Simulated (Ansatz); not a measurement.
Species: HS, SMILES `[SH]` (charge 0, multiplicity 2).

Give a relaxed geometry from Ansatz (a program for electronic structure) with PBE-D3(BJ)/def2-TZVP.

the end point of this relaxation (outside a Z-matrix the atoms follow the SMILES, hydrogens last).
Z-matrix (Å, degrees):
```
S
H 1 1.3572
```
